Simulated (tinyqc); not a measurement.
Worked calculation (part 1 of 2): UKS/LDA (VWN5) in the sto-3g basis, for OH+, spin multiplicity 3. Computed by tinyqc, a small Python program that keeps every step (integrals from PySCF). Settings: charge = 1, multiplicity = 3, basis = sto-3g, energy threshold = 1e-09, iteration cap = 73, orthogonalisation = symmetric, start = Wolfsberg-Helmholz matrix, DIIS depth = 3, method = UKS, functional = lda,vwn, grid = [15, 50]. Command: `OMP_NUM_THREADS=1 python tinyqc.py 24648 24649 out.jsonl` (the two numbers bound the seeds that draw the settings). One thread of a shared host (Intel(R) Xeon(R) Processor @ 2.60GHz), about 1 s of CPU time with the checks. Later iterations appear only in the table of the cycle.

## One-electron integrals

Geometry (angstrom):

| atom | x | y | z |
|---|---|---|---|
| O | 0.000000 | 0.000000 | 0.000000 |
| H | 0.000000 | 0.000000 | 0.912000 |

Basis sto-3g: exponents (1/bohr^2) and contraction coefficients of normalised primitives:

| element | l (shell) | exponent | coefficient |
|---|---|---|---|
| O | s (1) | 130.709320 | 0.154329 |
| O | s (1) | 23.808861 | 0.535328 |
| O | s (1) | 6.443608 | 0.444635 |
| O | s (2) | 5.033151 | -0.099967 |
| O | s (2) | 1.169596 | 0.399513 |
| O | s (2) | 0.380389 | 0.700115 |
| O | p (3) | 5.033151 | 0.155916 |
| O | p (3) | 1.169596 | 0.607684 |
| O | p (3) | 0.380389 | 0.391957 |
| H | s (1) | 3.425251 | 0.154329 |
| H | s (1) | 0.623914 | 0.535328 |
| H | s (1) | 0.168855 | 0.444635 |

Overlap, kinetic and nuclear-attraction integrals over the contracted functions; the nuclear repulsion is the sum of Za Zb / Rab.

nuclear repulsion = 4.64190536 hartree

overlap S, lower triangle:
```
           1O 1s     1O 2s    1O 2px    1O 2py    1O 2pz     2H 1s
1O 1s   1.000000
1O 2s   0.236704  1.000000
1O 2px  0.000000  0.000000  1.000000
1O 2py  0.000000  0.000000  0.000000  1.000000
1O 2pz  0.000000  0.000000  0.000000  0.000000  1.000000
2H 1s   0.060065  0.504914  0.000000  0.000000  0.408663  1.000000
```

kinetic energy T (hartree), lower triangle:
```
            1O 1s     1O 2s    1O 2px    1O 2py    1O 2pz     2H 1s
1O 1s   29.003200
1O 2s   -0.168011  0.808128
1O 2px   0.000000  0.000000  2.528731
1O 2py   0.000000  0.000000  0.000000  2.528731
1O 2pz   0.000000  0.000000  0.000000  0.000000  2.528731
2H 1s    0.001113  0.151484  0.000000  0.000000  0.320226  0.760032
```

nuclear attraction V (hartree), lower triangle:
```
             1O 1s      1O 2s     1O 2px     1O 2py     1O 2pz      2H 1s
1O 1s   -61.198693
1O 2s    -7.320424  -9.621983
1O 2px    0.000000   0.000000  -9.502919
1O 2py    0.000000   0.000000   0.000000  -9.502919
1O 2pz   -0.017100  -0.197407   0.000000   0.000000  -9.641779
2H 1s    -1.916463  -3.949806   0.000000   0.000000  -2.917069  -5.667013
```

core Hamiltonian H = T + V (hartree), lower triangle:
```
             1O 1s      1O 2s     1O 2px     1O 2py     1O 2pz      2H 1s
1O 1s   -32.195493
1O 2s    -7.488435  -8.813855
1O 2px    0.000000   0.000000  -6.974188
1O 2py    0.000000   0.000000   0.000000  -6.974188
1O 2pz   -0.017100  -0.197407   0.000000   0.000000  -7.113048
2H 1s    -1.915350  -3.798322   0.000000   0.000000  -2.596844  -4.906981
```

## Two-electron integrals

Functions are numbered as in S; the eight-fold symmetry (ij|kl) = (ji|kl) = (kl|ij) leaves the list below.

Two-electron integrals (ij|kl) in chemists' order, unique and non-zero (hartree):
```
(11|11) 4.785065   (21|11) 0.741380   (21|21) 0.136873   (22|11) 1.118947
(22|21) 0.256633   (22|22) 0.817206   (31|31) 0.024477   (32|31) 0.037809
(32|32) 0.180518   (33|11) 1.115814   (33|21) 0.256684   (33|22) 0.817023
(33|33) 0.880159   (41|41) 0.024477   (42|41) 0.037809   (42|42) 0.180518
(43|43) 0.047444   (44|11) 1.115814   (44|21) 0.256684   (44|22) 0.817023
(44|33) 0.785270   (44|44) 0.880159   (51|51) 0.024477   (52|51) 0.037809
(52|52) 0.180518   (53|53) 0.047444   (54|54) 0.047444   (55|11) 1.115814
(55|21) 0.256684   (55|22) 0.817023   (55|33) 0.785270   (55|44) 0.785270
(55|55) 0.880159   (61|11) 0.191438   (61|21) 0.035013   (61|22) 0.065122
(61|33) 0.065001   (61|44) 0.065001   (61|51) 0.001598   (61|52) 0.002977
(61|55) 0.065371   (61|61) 0.009071   (62|11) 0.436001   (62|21) 0.101120
(62|22) 0.353053   (62|33) 0.347321   (62|44) 0.347321   (62|51) 0.007519
(62|52) 0.055876   (62|55) 0.364194   (62|61) 0.026306   (62|62) 0.184133
(63|31) 0.010935   (63|32) 0.062350   (63|53) 0.011799   (63|63) 0.027205
(64|41) 0.010935   (64|42) 0.062350   (64|54) 0.011799   (64|64) 0.027205
(65|11) 0.300974   (65|21) 0.070754   (65|22) 0.263920   (65|33) 0.251773
(65|44) 0.251773   (65|51) 0.015589   (65|52) 0.102316   (65|55) 0.287928
(65|61) 0.019274   (65|62) 0.167211   (65|65) 0.177447   (66|11) 0.554115
(66|21) 0.130595   (66|22) 0.519793   (66|33) 0.498600   (66|44) 0.498600
(66|51) 0.013326   (66|52) 0.133354   (66|55) 0.561562   (66|61) 0.034331
(66|62) 0.331368   (66|65) 0.344052   (66|66) 0.774606
```

## Orthogonalisation

S = U s U^T; symmetric (Loewdin) form X = U s^(-1/2) U^T, so that X^T S X = 1.

eigenvalues of S: 0.337758  0.840153  1.000000  1.000000  1.127206  1.694884

X, lower triangle:
```
            1O 1s      1O 2s    1O 2px    1O 2py     1O 2pz     2H 1s
1O 1s    1.023286
1O 2s   -0.135600   1.169423
1O 2px   0.000000   0.000000  1.000000
1O 2py   0.000000   0.000000  0.000000  1.000000
1O 2pz  -0.010203   0.117065  0.000000  0.000000   1.092911
2H 1s    0.025581  -0.360853  0.000000  0.000000  -0.287281  1.236048
```

## Starting guess

The start is the generalised Wolfsberg-Helmholz matrix (K = 1.75) built on H; D(s) = C_occ C_occ^T for each spin.

D(alpha) at the start, lower triangle:
```
            1O 1s      1O 2s    1O 2px    1O 2py    1O 2pz     2H 1s
1O 1s    1.039517
1O 2s   -0.157620   0.687005
1O 2px   0.000000   0.000000  1.000000
1O 2py   0.000000   0.000000  0.000000  1.000000
1O 2pz   0.065526  -0.249543  0.000000  0.000000  0.835556
2H 1s   -0.095911   0.248928  0.000000  0.000000  0.136570  0.161066
```

D(beta) at the start, lower triangle:
```
            1O 1s      1O 2s    1O 2px    1O 2py    1O 2pz     2H 1s
1O 1s    1.039517
1O 2s   -0.157620   0.687005
1O 2px   0.000000   0.000000  0.000000
1O 2py   0.000000   0.000000  0.000000  0.000000
1O 2pz   0.065526  -0.249543  0.000000  0.000000  0.835556
2H 1s   -0.095911   0.248928  0.000000  0.000000  0.136570  0.161066
```

## Iteration 1: exchange-correlation on the grid

Becke grid with 15 radial and 50 angular points per atom, points of zero weight dropped. rho = sum D_ij phi_i phi_j; V_xc,ij = sum w v_xc phi_i phi_j; v_xc is d(rho eps)/d rho(s) for spin s.

The 12 grid points with the largest w rho, of 1500 (bohr, atomic units):

| x | y | z | w | rho(alpha) | rho(beta) | eps_xc | v_xc(alpha) |
|---|---|---|---|---|---|---|---|
| -0.271360 | -0.271360 | -0.814081 | 0.074122 | 0.347961 | 0.301844 | -0.708336 | -0.945807 |
| 0.271360 | -0.271360 | -0.814081 | 0.074122 | 0.347961 | 0.301844 | -0.708336 | -0.945807 |
| -0.271360 | 0.271360 | -0.814081 | 0.074122 | 0.347961 | 0.301844 | -0.708336 | -0.945807 |
| 0.271360 | 0.271360 | -0.814081 | 0.074122 | 0.347961 | 0.301844 | -0.708336 | -0.945807 |
| 0.000000 | -0.636396 | -0.636396 | 0.082946 | 0.347720 | 0.220897 | -0.684503 | -0.938610 |
| -0.636396 | 0.000000 | -0.636396 | 0.082946 | 0.347720 | 0.220897 | -0.684503 | -0.938610 |
| 0.636396 | 0.000000 | -0.636396 | 0.082946 | 0.347720 | 0.220897 | -0.684503 | -0.938610 |
| 0.000000 | 0.636396 | -0.636396 | 0.082946 | 0.347720 | 0.220897 | -0.684503 | -0.938610 |
| -0.396538 | -0.396538 | -1.189614 | 0.207343 | 0.118511 | 0.102440 | -0.506333 | -0.673834 |
| 0.396538 | -0.396538 | -1.189614 | 0.207343 | 0.118511 | 0.102440 | -0.506333 | -0.673834 |
| -0.396538 | 0.396538 | -1.189614 | 0.207343 | 0.118511 | 0.102440 | -0.506333 | -0.673834 |
| 0.396538 | 0.396538 | -1.189614 | 0.207343 | 0.118511 | 0.102440 | -0.506333 | -0.673834 |

electrons on the grid, sum of w rho = 8.003079

E_xc = sum of w rho eps_xc = -7.80633694 hartree

V_xc(alpha) (hartree), lower triangle:
```
            1O 1s      1O 2s     1O 2px     1O 2py     1O 2pz      2H 1s
1O 1s   -2.935326
1O 2s   -0.422906  -0.811551
1O 2px   0.000000   0.000000  -0.802031
1O 2py   0.000000   0.000000   0.000000  -0.802031
1O 2pz   0.002806   0.008939   0.000000   0.000000  -0.816374
2H 1s   -0.109490  -0.333726   0.000000   0.000000  -0.246979  -0.468818
```

V_xc(beta) (hartree), lower triangle:
```
            1O 1s      1O 2s     1O 2px     1O 2py     1O 2pz      2H 1s
1O 1s   -2.899432
1O 2s   -0.395785  -0.675643
1O 2px   0.000000   0.000000  -0.635134
1O 2py   0.000000   0.000000   0.000000  -0.635134
1O 2pz   0.003593   0.013189   0.000000   0.000000  -0.741757
2H 1s   -0.103019  -0.290805   0.000000   0.000000  -0.230114  -0.446811
```

## Iteration 1: building the Kohn-Sham matrix

J_ij = sum D_kl (ij|kl) with D = D(alpha) + D(beta); F = H + J + V_xc; E = tr D H + tr D J / 2 + E_xc + E_nn.

Coulomb J (hartree), lower triangle:
```
            1O 1s      1O 2s    1O 2px    1O 2py    1O 2pz     2H 1s
1O 1s   15.818207
1O 2s    2.917965   6.924929
1O 2px   0.000000   0.000000  6.877330
1O 2py   0.000000   0.000000  0.000000  6.877330
1O 2pz  -0.011642  -0.016934  0.000000  0.000000  6.997701
2H 1s    0.746401   2.948592  0.000000  0.000000  2.197284  4.344152
```

F(alpha) (hartree), lower triangle:
```
             1O 1s      1O 2s     1O 2px     1O 2py     1O 2pz      2H 1s
1O 1s   -19.312612
1O 2s    -4.993376  -2.700477
1O 2px    0.000000   0.000000  -0.898889
1O 2py    0.000000   0.000000   0.000000  -0.898889
1O 2pz   -0.025936  -0.205401   0.000000   0.000000  -0.931721
2H 1s    -1.278440  -1.183456   0.000000   0.000000  -0.646539  -1.031647
```

F(beta) (hartree), lower triangle:
```
             1O 1s      1O 2s     1O 2px     1O 2py     1O 2pz      2H 1s
1O 1s   -19.276718
1O 2s    -4.966255  -2.564569
1O 2px    0.000000   0.000000  -0.731992
1O 2py    0.000000   0.000000   0.000000  -0.731992
1O 2pz   -0.025150  -0.201152   0.000000   0.000000  -0.857104
2H 1s    -1.271969  -1.140535   0.000000   0.000000  -0.629674  -1.009640
```

total energy of this density = -73.54120841 hartree

## Iteration 1: diagonalisation and new density

Diagonalise F' = X^T F X, C = X C', fill 5 alpha and 3 beta electrons from the bottom; D(s) = C_occ C_occ^T. Each column has its largest component positive (the first on a tie).

F' = X^T F X (alpha) (hartree), lower triangle:
```
            1          2          3          4          5          6
1  -18.945619
2   -2.567080  -1.738701
3    0.000000   0.000000  -0.898889
4    0.000000   0.000000   0.000000  -0.898889
5   -0.034385  -0.075383   0.000000   0.000000  -0.799013
6   -0.208671  -0.418315   0.000000   0.000000  -0.363414  -0.533325
```

orbital energies (alpha) (hartree): MO1 -19.324363, MO2 -1.569687, MO3 -0.916347, MO4 -0.898889, MO5 -0.898889, MO6 -0.206262

coefficients C (alpha):
```
              MO1        MO2        MO3       MO4        MO5        MO6
1O 1s    0.993103  -0.243675   0.114963  0.000000   0.000000   0.086101
1O 2s    0.030314   0.902590  -0.536954  0.000000   0.000000  -0.652648
1O 2px   0.000000   0.000000   0.000000  0.998711  -0.050751   0.000000
1O 2py   0.000000   0.000000   0.000000  0.050751   0.998711   0.000000
1O 2pz   0.005713   0.281663   0.756560  0.000000   0.000000  -0.799401
2H 1s   -0.010081   0.122106   0.351676  0.000000   0.000000   1.265909
```

F' = X^T F X (beta) (hartree), lower triangle:
```
            1          2          3          4          5          6
1  -18.913012
2   -2.559889  -1.592771
3    0.000000   0.000000  -0.731992
4    0.000000   0.000000   0.000000  -0.731992
5   -0.033962  -0.063457   0.000000   0.000000  -0.718638
6   -0.210064  -0.416879   0.000000   0.000000  -0.367316  -0.525311
```

orbital energies (beta) (hartree): MO1 -19.287377, MO2 -1.453014, MO3 -0.843689, MO4 -0.731992, MO5 -0.731992, MO6 -0.165652

coefficients C (beta):
```
              MO1        MO2        MO3       MO4        MO5        MO6
1O 1s    0.993466  -0.233842   0.127835  0.000000   0.000000   0.090893
1O 2s    0.028771   0.853514  -0.594015  0.000000   0.000000  -0.669094
1O 2px   0.000000   0.000000   0.000000  0.984643  -0.174581   0.000000
1O 2py   0.000000   0.000000   0.000000  0.174581   0.984643   0.000000
1O 2pz   0.005414   0.289188   0.723977  0.000000   0.000000  -0.826432
2H 1s   -0.009514   0.181855   0.374040  0.000000   0.000000   1.252256
```

D(alpha) after iteration 1, lower triangle:
```
            1O 1s      1O 2s    1O 2px    1O 2py    1O 2pz     2H 1s
1O 1s    1.058847
1O 2s   -0.251563   1.103906
1O 2px   0.000000   0.000000  1.000000
1O 2py   0.000000   0.000000  0.000000  1.000000
1O 2pz   0.024016  -0.151838  0.000000  0.000000  0.651750
2H 1s    0.000663  -0.078927  0.000000  0.000000  0.300399  0.138688
```

D(beta) after iteration 1, lower triangle:
```
            1O 1s      1O 2s    1O 2px    1O 2py    1O 2pz     2H 1s
1O 1s    1.057999
1O 2s   -0.246941   1.082168
1O 2px   0.000000   0.000000  0.000000
1O 2py   0.000000   0.000000  0.000000  0.000000
1O 2pz   0.030303  -0.183072  0.000000  0.000000  0.607803
2H 1s   -0.004162  -0.067243  0.000000  0.000000  0.323335  0.173067
```

Within a degenerate level the vectors are fixed only up to a rotation; this is one choice.

## Iteration 2: exchange-correlation on the grid

As before.

The 12 grid points with the largest w rho, of 1500 (bohr, atomic units):

| x | y | z | w | rho(alpha) | rho(beta) | eps_xc | v_xc(alpha) |
|---|---|---|---|---|---|---|---|
| 0.000000 | 0.636396 | -0.636396 | 0.082946 | 0.328974 | 0.200960 | -0.670545 | -0.921444 |
| 0.636396 | 0.000000 | -0.636396 | 0.082946 | 0.328974 | 0.200960 | -0.670545 | -0.921444 |
| -0.636396 | 0.000000 | -0.636396 | 0.082946 | 0.328974 | 0.200960 | -0.670545 | -0.921444 |
| 0.000000 | -0.636396 | -0.636396 | 0.082946 | 0.328974 | 0.200960 | -0.670545 | -0.921444 |
| 0.271360 | 0.271360 | -0.814081 | 0.074122 | 0.309189 | 0.260064 | -0.679894 | -0.910396 |
| -0.271360 | 0.271360 | -0.814081 | 0.074122 | 0.309189 | 0.260064 | -0.679894 | -0.910396 |
| 0.271360 | -0.271360 | -0.814081 | 0.074122 | 0.309189 | 0.260064 | -0.679894 | -0.910396 |
| -0.271360 | -0.271360 | -0.814081 | 0.074122 | 0.309189 | 0.260064 | -0.679894 | -0.910396 |
| 0.000000 | 0.929964 | -0.929964 | 0.232027 | 0.111086 | 0.066420 | -0.477453 | -0.653134 |
| 0.929964 | 0.000000 | -0.929964 | 0.232027 | 0.111086 | 0.066420 | -0.477453 | -0.653134 |
| -0.929964 | 0.000000 | -0.929964 | 0.232027 | 0.111086 | 0.066420 | -0.477453 | -0.653134 |
| 0.000000 | -0.929964 | -0.929964 | 0.232027 | 0.111086 | 0.066420 | -0.477453 | -0.653134 |

electrons on the grid, sum of w rho = 8.003104

E_xc = sum of w rho eps_xc = -7.85365416 hartree

V_xc(alpha) (hartree), lower triangle:
```
            1O 1s      1O 2s     1O 2px     1O 2py     1O 2pz      2H 1s
1O 1s   -2.941568
1O 2s   -0.423082  -0.814505
1O 2px   0.000000   0.000000  -0.809655
1O 2py   0.000000   0.000000   0.000000  -0.809655
1O 2pz   0.001164  -0.001888   0.000000   0.000000  -0.809589
2H 1s   -0.109674  -0.334784   0.000000   0.000000  -0.247973  -0.463047
```

V_xc(beta) (hartree), lower triangle:
```
            1O 1s      1O 2s     1O 2px     1O 2py     1O 2pz      2H 1s
1O 1s   -2.904627
1O 2s   -0.395800  -0.681116
1O 2px   0.000000   0.000000  -0.647750
1O 2py   0.000000   0.000000   0.000000  -0.647750
1O 2pz   0.001963   0.000992   0.000000   0.000000  -0.732392
2H 1s   -0.103139  -0.293634   0.000000   0.000000  -0.232811  -0.448182
```

## Iteration 2: building the Kohn-Sham matrix

As before.

Coulomb J (hartree), lower triangle:
```
            1O 1s     1O 2s    1O 2px    1O 2py    1O 2pz     2H 1s
1O 1s   15.892644
1O 2s    2.929789  6.949988
1O 2px   0.000000  0.000000  6.914211
1O 2py   0.000000  0.000000  0.000000  6.914211
1O 2pz  -0.001274  0.036047  0.000000  0.000000  6.998635
2H 1s    0.750209  2.968566  0.000000  0.000000  2.222492  4.369288
```

F(alpha) (hartree), lower triangle:
```
             1O 1s      1O 2s     1O 2px     1O 2py     1O 2pz      2H 1s
1O 1s   -19.244417
1O 2s    -4.981728  -2.678371
1O 2px    0.000000   0.000000  -0.869632
1O 2py    0.000000   0.000000   0.000000  -0.869632
1O 2pz   -0.017210  -0.163248   0.000000   0.000000  -0.924002
2H 1s    -1.274816  -1.164540   0.000000   0.000000  -0.622324  -1.000740
```

F(beta) (hartree), lower triangle:
```
             1O 1s      1O 2s     1O 2px     1O 2py     1O 2pz      2H 1s
1O 1s   -19.207477
1O 2s    -4.954446  -2.544983
1O 2px    0.000000   0.000000  -0.707727
1O 2py    0.000000   0.000000   0.000000  -0.707727
1O 2pz   -0.016412  -0.160369   0.000000   0.000000  -0.846805
2H 1s    -1.268280  -1.123390   0.000000   0.000000  -0.607163  -0.985874
```

total energy of this density = -73.69144124 hartree

## Iteration 2: DIIS over 2 matrices

error matrix X^T (FDS - SDF) X (alpha):
```
           1          2         3         4          5          6
1   0.000000  -0.000966  0.000000  0.000000  -0.000600   0.001185
2   0.000966   0.000000  0.000000  0.000000  -0.012503   0.020250
3   0.000000   0.000000  0.000000  0.000000   0.000000   0.000000
4   0.000000   0.000000  0.000000  0.000000   0.000000   0.000000
5   0.000600   0.012503  0.000000  0.000000   0.000000  -0.002753
6  -0.001185  -0.020250  0.000000  0.000000   0.002753   0.000000
```

B (overlaps of the stored error matrices):
```
                1               2
1   4.1177007e-01  -2.2598412e-02
2  -2.2598412e-02   2.3031999e-03
```

Minimise |sum c_i e_i|^2 with sum c_i = 1: solve [B -1; -1 0][c; lambda] = [0; -1] with B_ij = tr e_i^T e_j summed over both spins, and take F = sum c_i F_i.

DIIS coefficients: 0.054220  0.945780

extrapolated F(alpha) (hartree), lower triangle:
```
             1O 1s      1O 2s     1O 2px     1O 2py     1O 2pz      2H 1s
1O 1s   -19.248114
1O 2s    -4.982360  -2.679570
1O 2px    0.000000   0.000000  -0.871219
1O 2py    0.000000   0.000000   0.000000  -0.871219
1O 2pz   -0.017684  -0.165533   0.000000   0.000000  -0.924420
2H 1s    -1.275012  -1.165566   0.000000   0.000000  -0.623637  -1.002416
```

extrapolated F(beta) (hartree), lower triangle:
```
             1O 1s      1O 2s     1O 2px     1O 2py     1O 2pz      2H 1s
1O 1s   -19.211231
1O 2s    -4.955086  -2.546045
1O 2px    0.000000   0.000000  -0.709042
1O 2py    0.000000   0.000000   0.000000  -0.709042
1O 2pz   -0.016886  -0.162580   0.000000   0.000000  -0.847363
2H 1s    -1.268480  -1.124320   0.000000   0.000000  -0.608383  -0.987163
```
